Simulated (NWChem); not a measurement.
System: fluorine (F$_{2}$); SMILES FF

Program: NWChem. Each level has its own optimisation. Entropies are gas-phase, rigid-rotor, harmonic values for NWChem's default masses at 298.15 K and 1 bar, so the errors hold that model's part too (torsions, anharmonicity).

Measured entropy at 1 bar: 48.5 cal/(mol K) (CRC Handbook, as tabulated in the package chemicals).

```
level                    entropy at 1 bar (cal/(mol K))  computed − measured
-----------------------  ------------------------------  -------------------
Hartree-Fock/STO-3G                                48.0                 -0.5
Hartree-Fock/def2-SVP                              48.1                 -0.4
Hartree-Fock/def2-SVPD                              ___                  ___
Hartree-Fock/def2-TZVP                              ___                  ___
Hartree-Fock/def2-TZVPD                            48.1                 -0.4
Hartree-Fock/def2-TZVPP                            48.1                 -0.4
```

Question: What belongs in the gaps?

Answer: 
- Hartree-Fock/def2-SVPD, entropy at 1 bar (cal/(mol K)): 48.1
- Hartree-Fock/def2-SVPD, computed − measured: -0.4
- Hartree-Fock/def2-TZVP, entropy at 1 bar (cal/(mol K)): 48.1
- Hartree-Fock/def2-TZVP, computed − measured: -0.4
